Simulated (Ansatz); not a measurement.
Input file:

```yaml
crystal:
  periodic: [false, false, false]
  atoms:
    - {symbol: B, position_ang: [0.000003, -0.225787, 1.245205]}
    - {symbol: Ga, position_ang: [-0.000047, -0.052629, -0.755042]}
    - {symbol: S, position_ang: [-0.000012, -0.077517, -2.768972]}
    - {symbol: H, position_ang: [0.000056, 0.355934, 2.278809]}
basis:
  gaussian: {orbitals: cc-pVDZ}
magnetization: {spin_polarized: true, initial_magnetization: 3}
hamiltonian: {pseudopotentials: {relativity: scalar}}
correlation: {method: mp2, electrons: outside_noble_gas}
output: {forces: true}
```

```sh
$ ansatz run in.yaml --threads 1 --pin off --events-out ev --progress --plain --max-ram 2393MiB
```

Log:

```
691 factors; integrals over basis functions are off by at most 7.0e-4 eV
mean field evaluation 1: about -64269.5324 eV, gradient 1.1e1 eV
mean field evaluation 2: about -64269.5577 eV, gradient 1.1e1 eV
mean field evaluation 4: about -64270.9804 eV, gradient 1.8e0 eV
mean field evaluation 8: about -64271.0420 eV, gradient 2.9e-1 eV
mean field evaluation 16: about -64271.0485 eV, gradient 3.0e-2 eV
mean field evaluation 32: about -64271.0486 eV, gradient 1.7e-5 eV
mean field evaluation 64: about -64271.0804 eV, gradient 6.8e-2 eV
mean field evaluation 96: about -64271.0819 eV, gradient 6.6e-2 eV
mean field evaluation 128: about -64271.0814 eV, gradient 6.8e-2 eV
mean field -64271.08264948 eV, -2361.9187228638 hartree, gradient 1.3e-7 eV, S^2 3.778594; 8 other end points of the search recorded, 0 dependent functions left out
20 core orbitals not correlated: weight in the atoms' cores, before any rotation towards them, 0.973 or more for the frozen orbitals, at most 0.024 for the correlated occupied ones
reference -64271.08264948 eV, -2361.9187228638 hartree; 8, 5 occupied and 36, 39 virtual orbitals, 691 factors
second order -5.66374251 eV of doubles, -0.00000000 eV of singles
the calculation of the forces begins
Total energy: -64276.74639199 eV, -2362.1268615620 hartree
Relativity: scalar
Atom 0 at     0.000003    -0.225787     1.245205 Å, force    -0.000038    -0.196069    -1.566256 eV/Å
Atom 1 at    -0.000047    -0.052629    -0.755042 Å, force     0.000003     0.233227     5.890985 eV/Å
Atom 2 at    -0.000012    -0.077517    -2.768972 Å, force     0.000048    -0.197126    -4.581476 eV/Å
Atom 3 at     0.000056     0.355934     2.278809 Å, force    -0.000014     0.159968     0.256747 eV/Å
Dipole moment:    -0.000019     0.042197    -0.516584 e Å
```

Forces (eV/Å):
```
B    0.000 -0.196 -1.566
Ga   0.000  0.233  5.891
S    0.000 -0.197 -4.581
H    0.000  0.160  0.257
```

Ran on 1 thread of Arm Neoverse N1, shared host: 18 s wall, 0.17 GiB peak host memory.
